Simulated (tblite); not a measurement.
Compound: C4H7F.
Atom-mapped SMILES: `[CH2:1]=[CH:2][C@H:3]([CH3:4])[F:5]` (hydrogens: H6, H7 on C1; H8 on C2; H9 on C3; H10, H11, H12 on C4)

Computed with GFN2-xTB (tblite), gas phase: Langevin dynamics at 300 K from the optimised GFN2-xTB geometry, time step 0.5 fs, friction 0.01 fs⁻¹, 2000 steps. The instantaneous temperature is 2·E(kin)/(3Nk) with all 3N coordinates.

| t (fs) | T (K) | E(pot) above start (eV) | C1=C2 (Å) | C2–C3 (Å) | C3–C4 (Å) | C3–F5 (Å) | C1–H6 (Å) | C1–C2–C3–C4 (°) |
| --- | --- | --- | --- | --- | --- | --- | --- | --- |
| 0 | 262 | 0.000 | 1.319 | 1.501 | 1.526 | 1.383 | 1.076 | 115 |
| 50 | 272 | 0.280 | 1.314 | 1.557 | 1.505 | 1.344 | 1.090 | 115 |
| 100 | 219 | 0.246 | 1.318 | 1.472 | 1.544 | 1.424 | 1.062 | 116 |
| 150 | 333 | 0.175 | 1.332 | 1.514 | 1.521 | 1.395 | 1.080 | 100 |
| 200 | 299 | 0.380 | 1.299 | 1.530 | 1.540 | 1.356 | 1.063 | 114 |
| 250 | 291 | 0.380 | 1.335 | 1.477 | 1.521 | 1.459 | 1.100 | 108 |
| 300 | 442 | 0.390 | 1.321 | 1.435 | 1.511 | 1.362 | 1.077 | 120 |
| 350 | 372 | 0.440 | 1.303 | 1.541 | 1.526 | 1.402 | 1.057 | 118 |
| 400 | 353 | 0.628 | 1.323 | 1.505 | 1.538 | 1.481 | 1.072 | 122 |
| 450 | 361 | 0.510 | 1.292 | 1.470 | 1.498 | 1.356 | 1.109 | 145 |
| 500 | 233 | 0.306 | 1.340 | 1.473 | 1.521 | 1.369 | 1.055 | 155 |
| 550 | 228 | 0.442 | 1.306 | 1.495 | 1.501 | 1.397 | 1.069 | 153 |
| 600 | 231 | 0.360 | 1.314 | 1.499 | 1.526 | 1.371 | 1.104 | 134 |
| 650 | 312 | 0.422 | 1.297 | 1.480 | 1.556 | 1.367 | 1.098 | 126 |
| 700 | 389 | 0.473 | 1.315 | 1.486 | 1.521 | 1.426 | 1.069 | 113 |
| 750 | 333 | 0.410 | 1.315 | 1.536 | 1.547 | 1.332 | 1.064 | 99 |
| 800 | 316 | 0.336 | 1.330 | 1.555 | 1.497 | 1.425 | 1.137 | 103 |
| 850 | 232 | 0.404 | 1.321 | 1.532 | 1.584 | 1.367 | 1.056 | 123 |
| 900 | 242 | 0.249 | 1.352 | 1.483 | 1.491 | 1.348 | 1.074 | 133 |
| 950 | 286 | 0.261 | 1.307 | 1.495 | 1.467 | 1.407 | 1.103 | 152 |
| 1000 | 160 | 0.491 | 1.326 | 1.512 | 1.576 | 1.367 | 1.053 | 146 |

**Question.** From 500 fs on, how do temperature and potential energy compare with equipartition?

**Answer.** The mean temperature of these 11 frames is 269 K against the target 300 K, and the mean potential energy 0.38 eV against 30 × kT/2 = 0.39 eV for 30 classical harmonic modes. For 12 atoms in a canonical ensemble the temperature itself scatters by T·√(2/(3N)) = 71 K; here its standard deviation is 61 K. The whole run lasts only 10 friction times of 100 fs, so these averages carry a wide statistical error.

**Question.** What are the kinetic and total energies of the listed frame with the highest potential energy?

**Answer.** The one at 400 fs, 0.628 eV above the start. Its kinetic energy is 3NkT/2 = 0.548 eV at 353 K, so the sum is 1.18 eV; over the listed frames the sum runs from 0.41 to 1.18 eV, since the thermostat adds and removes energy.

**Question.** How much do the listed bonds fluctuate from 500 fs on?

**Answer.** 
```csv
bond,at the start (Å),mean (Å),standard deviation (Å)
C1=C2,1.319,1.320,0.015
C2–C3,1.501,1.504,0.025
C3–C4,1.526,1.526,0.035
C3–F5,1.383,1.380,0.029
C1–H6,1.076,1.080,0.026
```

The motion is classical and holds no zero-point motion.

What follows is the cost of the whole dynamics run. Hardware: an Intel Xeon Platinum 8375C at 2.90 GHz with one thread (shared host). Cost: 6.2 s of wall time, 0.18 GiB resident at most.
